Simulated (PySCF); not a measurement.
Molecule: `FC(C)F`, C2H4F2.

Numbering as in the mapped SMILES `[CH3:1][CH:2]([F:3])[F:4]`. Each H is labelled by its parent atom.

Spin–spin couplings on one PBE0-D3(BJ)/def2-SVP geometry, PySCF 2.14, gas phase, non-relativistic, equivalent pairs averaged; isotopes ¹³C, ¹⁹F, ¹H; functional B3LYP.

Reference values (Hz): ¹J(C2,F3) = -233.5 (measured; solution; Gryff-Keller and Szczecinski, RSC Adv. 2016, 6, 82783); ²J(C1,F3) = 22.5 (measured; solution; Gryff-Keller and Szczecinski, RSC Adv. 2016, 6, 82783); ¹J(C2,H(C2)) = 187.9 (measured; solution; Gryff-Keller and Szczecinski, RSC Adv. 2016, 6, 82783); ¹J(C1,H(C1)) = 127.9 (measured; solution; Gryff-Keller and Szczecinski, RSC Adv. 2016, 6, 82783); ³J(H(C1),H(C2)) = 4.5 (measured; solution (compiled); Pretsch, Buehlmann, Badertscher, Structure Determination of Organic Compounds, 4th ed., Springer 2009).

Task: How do the couplings (Hz) change with the basis set? Times are CPU seconds on shared hosts with different chips, so compare them loosely. Far from the basis limit: 6-31G*, pcJ-0, def2-TZVP, cc-pVTZ.

Result: 
```
    basis set  functions  ¹J(C2,F3)  ²J(C1,F3)  ¹J(C2,H(C2))  ¹J(C1,H(C1))  ³J(H(C1),H(C2))  mean abs. error  core-s
       6-31G*         64     -241.5       23.4         183.6         144.3              3.8              6.1     4.3
        pcJ-0         64     -402.6       10.1         153.9         115.6              4.7             45.6     3.9
        pcJ-1        148     -299.5       23.6         184.5         134.9              5.1             15.6      20
    def2-TZVP        148     -331.2       22.8         176.9         127.2              4.3             22.0      12
      cc-pVTZ        176     -292.0       21.2         166.9         119.4              4.3             17.9      14
aug-cc-pVTZ-J        264     -312.2       24.1         189.0         135.8              5.2             18.0      30
        pcJ-2        300     -305.5       23.6         186.7         134.3              5.3             16.3      39
```

Errors compare magnitudes, without vibrational corrections, and the largest couplings weigh most in the mean. Closest: 6-31G*; furthest: pcJ-0.

The Fermi-contact term samples the wavefunction at the nucleus, which is why sets with added tight s functions (names with J) are made for couplings. Agreement of an ordinary basis with the reference is then largely a cancellation of errors.
